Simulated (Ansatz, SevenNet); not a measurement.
For rock-salt ZrC, the machine-learned potential SevenNet-0 (trained on PBE and PBE+U data) gives:

- lattice constant a = 4.723 Å
- zone-centre TO phonon frequency = 348 cm⁻¹
- elastic constant C11 = 512 GPa
- elastic constant C44 = 124 GPa
- polycrystal shear modulus = 151 GPa

What does r²SCAN+rVV10 (PAW; Ansatz, a first-principles code) give for the same quantities?


- lattice constant a: 4.703 Å (falls by 0.4 %)
- zone-centre TO phonon frequency: 414 cm⁻¹ (goes up by 19 %)
- elastic constant C11: 483 GPa (drops by 5.7 %)
- elastic constant C44: 166 GPa (increases by 34 %)
- Voigt–Reuss–Hill shear modulus: 174 GPa (rises by 15 %)

For comparison: lattice constant a 4.696 Å (measured, temperature not stated, no zero-point or thermal correction; as tabulated in Zhang et al. (2018), doi:10.1088/1367-2630/aac7f0); elastic constant C11 470 GPa (measured, temperature not stated, not corrected to a static lattice; as tabulated in Wu et al. (2005), arXiv:cond-mat/0412374); elastic constant C44 160 GPa (measured, temperature not stated, not corrected to a static lattice; as tabulated in Wu et al. (2005), arXiv:cond-mat/0412374).

Changes are worked out from the printed values.

Unless a cell is named, each level is at its own relaxed cell (SevenNet-0 13.17, r²SCAN+rVV10 13.00 Å³/atom).

Ansatz's density-functional and Hartree–Fock values are scalar-relativistic unless marked +SOC, with PAW data made under PBE.
